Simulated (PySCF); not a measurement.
**Argon: a sound run and one with changed settings**

Sound run: Ar [Ar], Ar⁺ [Ne] 3s2 3p5. Computed with PySCF 2.14 in cc-pVTZ-DK, with the spin-free X2C one-electron Hamiltonian (Gaussian nucleus). The sound run starts from symmetry-adapted Hartree-Fock orbitals and uses a fine grid where one is needed.

Changed run: 26 angular points. This setting is unsound on purpose.

```json
{"species": "Ar", "method": "UHF", "sound run (hartree)": "-528.62142", "changed run (hartree)": "-528.62142", "converged": "yes"}
{"species": "Ar", "method": "M06-2X", "sound run (hartree)": "-529.36606", "changed run (hartree)": "-529.36606", "converged": "yes"}
{"species": "Ar", "method": "LDA", "sound run (hartree)": "-527.73192", "changed run (hartree)": "-527.73192", "converged": "yes"}
{"species": "Ar⁺", "method": "UHF", "sound run (hartree)": "-528.08649", "changed run (hartree)": "-528.08649", "converged": "yes"}
{"species": "Ar⁺", "method": "M06-2X", "sound run (hartree)": "-528.78658", "changed run (hartree)": "-528.78888", "converged": "yes"}
{"species": "Ar⁺", "method": "LDA", "sound run (hartree)": "-527.14469", "changed run (hartree)": "-527.14480", "converged": "yes"}
```

Ionisation energy of Ar:

```tsv
method	sound run (eV)	changed run (eV)
UHF	14.556	14.556
M06-2X	15.768	15.706
LDA	15.979	15.976
```

A coarse angular grid integrates products of high-l functions wrongly, so density functionals can shift, and the SCF can exploit the error; Hartree-Fock and MP2 need no grid.

For comparison, NIST gives 15.760 eV between the lowest levels.
